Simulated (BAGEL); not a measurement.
# HF/STO-3G (density fitting with qzvpp-jkfit) run of C2Cl2F2 (SMILES F/C(Cl)=C(\F)Cl)

Aim: the vertical ionisation energy of C2Cl2F2 at HF/STO-3G (density fitting with qzvpp-jkfit), from 2 runs. 

The calculation is run with BAGEL 1.2.2.

## (1) Starting point

C2Cl2F2 has 6 atoms, charge 0, and is taken as a singlet. As SMILES, `F/C(Cl)=C(\F)Cl`. Geometry: relaxed at PBE0-D4/def2-TZVP.

Bond lengths: F1–C2 1.322 Å, C2–Cl3 1.691 Å, C2–C4 1.330 Å, C4–F5 1.322 Å, C4–Cl6 1.691 Å. Angles: F1–C2–Cl3 114.8°, F1–C2–C4 120.0°, Cl3–C2–C4 125.2°, C2–C4–F5 120.0°, C2–C4–Cl6 125.2°, F5–C4–Cl6 114.8°.

## (2) The energy at HF/STO-3G (density fitting with qzvpp-jkfit)

The input, input.json:

```json
{ "bagel" : [

{
  "title" : "molecule",
  "basis" : "sto-3g",
  "df_basis" : "qzvpp-jkfit",
  "angstrom" : true,
  "geometry" : [
    { "atom" : "F", "xyz" : [    0.271900,   -1.736800,   -0.393100 ] },
    { "atom" : "C", "xyz" : [    0.288700,   -0.567500,    0.224400 ] },
    { "atom" : "Cl", "xyz" : [    1.120900,   -0.554700,    1.696000 ] },
    { "atom" : "C", "xyz" : [   -0.320700,    0.481300,   -0.320400 ] },
    { "atom" : "F", "xyz" : [   -0.944200,    0.355800,   -1.479800 ] },
    { "atom" : "Cl", "xyz" : [   -0.381600,    2.030800,    0.353200 ] }
  ]
},
{
  "title" : "hf"
},
{
  "title" : "print",
  "file" : "orbitals.molden",
  "orbitals" : true
}

]}
```

On the command line:

```
$ BAGEL_NUM_THREADS=1 BAGEL input.json > input.out
```

What it wrote:

```text
* using 1 threads per process

  ===============================================================
  ===============================================================

  *** Geometry ***

  { "atom" : "F", "xyz" : [      0.513817,     -3.282076,     -0.742851 ] },
  { "atom" : "C", "xyz" : [      0.545564,     -1.072420,      0.424055 ] },
  { "atom" : "Cl", "xyz" : [      2.118194,     -1.048231,      3.204976 ] },
  { "atom" : "C", "xyz" : [     -0.606035,      0.909525,     -0.605468 ] },
  { "atom" : "F", "xyz" : [     -1.784279,      0.672365,     -2.796417 ] },
  { "atom" : "Cl", "xyz" : [     -0.721119,      3.837656,      0.667451 ] },

  Number of auxiliary basis functions:      560

  Since a DF basis is specified, we compute 2- and 3-index integrals:
    o Being stored without compression. Storage requirement is 0.006 GB

  Number of basis functions:       38
  Number of electrons      :       64

    * METHOD: MOLECULE                             0.20

  *** RHF ***

  === Nuclear Repulsion ===
   354.4312993321

      * DIIS with orbital gradients will be used.

  === RHF iteration (sto-3g) ===
      0      -1179.79642261          0.01881522           0.04
      1      -1179.95023686          0.00702915           0.04
      2      -1179.97140683          0.00110077           0.04
      3      -1179.97257161          0.00019884           0.04
      4      -1179.97260911          0.00004119           0.04
      5      -1179.97261046          0.00000417           0.04
      6      -1179.97261048          0.00000108           0.04
      7      -1179.97261048          0.00000020           0.04
      8      -1179.97261048          0.00000006           0.04
      9      -1179.97261048          0.00000001           0.04
     10      -1179.97261048          0.00000001           0.04
    * SCF iteration converged.

    * Permanent dipole moment:
           (    0.115797,     0.234934,     0.322674) a.u.

    * METHOD: HF                                   0.51

    * METHOD: PRINT                                0.00

  ===============================================================
```

Run time: 0.85 s. Hardware: 1 thread of Arm Neoverse V2, shared host.

## (3) The doublet cation, same level

The input, hf.json:

```json
{ "bagel" : [

{
  "title" : "molecule",
  "basis" : "sto-3g",
  "df_basis" : "qzvpp-jkfit",
  "angstrom" : true,
  "geometry" : [
    { "atom" : "F", "xyz" : [       0.271900,      -1.736800,      -0.393100 ] },
    { "atom" : "C", "xyz" : [       0.288700,      -0.567500,       0.224400 ] },
    { "atom" : "Cl", "xyz" : [       1.120900,      -0.554700,       1.696000 ] },
    { "atom" : "C", "xyz" : [      -0.320700,       0.481300,      -0.320400 ] },
    { "atom" : "F", "xyz" : [      -0.944200,       0.355800,      -1.479800 ] },
    { "atom" : "Cl", "xyz" : [      -0.381600,       2.030800,       0.353200 ] }
  ]
},

{
  "title" : "uhf",
  "charge" : 1,
  "nopen" : 1
},

{
  "title" : "print",
  "file" : "orbitals.molden",
  "orbitals" : true
}

]}
```

On the command line:

```
$ BAGEL_NUM_THREADS=1 BAGEL hf.json > hf.out
```

What it wrote:

```text
* using 1 threads per process

  ===============================================================
  ===============================================================

  *** Geometry ***

  { "atom" : "F", "xyz" : [      0.513817,     -3.282076,     -0.742851 ] },
  { "atom" : "C", "xyz" : [      0.545564,     -1.072420,      0.424055 ] },
  { "atom" : "Cl", "xyz" : [      2.118194,     -1.048231,      3.204976 ] },
  { "atom" : "C", "xyz" : [     -0.606035,      0.909525,     -0.605468 ] },
  { "atom" : "F", "xyz" : [     -1.784279,      0.672365,     -2.796417 ] },
  { "atom" : "Cl", "xyz" : [     -0.721119,      3.837656,      0.667451 ] },

  Number of auxiliary basis functions:      560

  Since a DF basis is specified, we compute 2- and 3-index integrals:
    o Being stored without compression. Storage requirement is 0.006 GB

  Number of basis functions:       38
  Number of electrons      :       64

    * METHOD: MOLECULE                             0.20

  *** Open-shell HF ***

  === Nuclear Repulsion ===
   354.4312993321

      * DIIS with orbital gradients will be used.

  === UHF iteration (sto-3g) ===
      0      -1179.32881291          0.05352862           0.07
      1      -1179.57500203          0.03300188           0.08
      2      -1179.65677955          0.01720380           0.08
      3      -1179.68513542          0.00142842           0.08
      4      -1179.68575611          0.00031528           0.07
      5      -1179.68580709          0.00012583           0.08
      6      -1179.68582151          0.00004689           0.08
      7      -1179.68582445          0.00001913           0.08
      8      -1179.68582524          0.00000448           0.07
      9      -1179.68582532          0.00000148           0.07
     10      -1179.68582533          0.00000040           0.07
     11      -1179.68582533          0.00000025           0.07
     12      -1179.68582533          0.00000023           0.07
     13      -1179.68582534          0.00000012           0.07
     14      -1179.68582534          0.00000003           0.08
     15      -1179.68582534          0.00000001           0.08
     16      -1179.68582534          0.00000000           0.08
    * SCF iteration converged.

    * S^2 (UHF) is 0.7541

    * Permanent dipole moment:
           (    0.173660,     0.352277,     0.483910) a.u.

    * METHOD: UHF                                  1.37

    * METHOD: PRINT                                0.00

  ===============================================================
```

Wall time 1.7 s (1 thread of Arm Neoverse V2, shared host).

## (4) What came out

Level: HF/STO-3G (density fitting with qzvpp-jkfit).

```
                                          quantity           value
                     singlet C2Cl2F2: total energy  -1179.97261 Eh
                    singlet C2Cl2F2: dipole moment          1.06 D
                      singlet C2Cl2F2: HOMO energy        -8.37 eV
                      singlet C2Cl2F2: LUMO energy         6.74 eV
                    singlet C2Cl2F2: HOMO–LUMO gap        15.11 eV
                      doublet cation: total energy  -1179.68583 Eh
                              doublet cation: ⟨S²⟩           0.754
vertical ionisation energy (to the doublet cation)        7.804 eV
```

In words: The vertical ionisation energy comes to 7.80 eV (180 kcal/mol). The negative HOMO energy of the first species, 8.37 eV, lies 0.57 eV above that difference. In a minimal basis such a difference can be off by several eV, whatever the method.
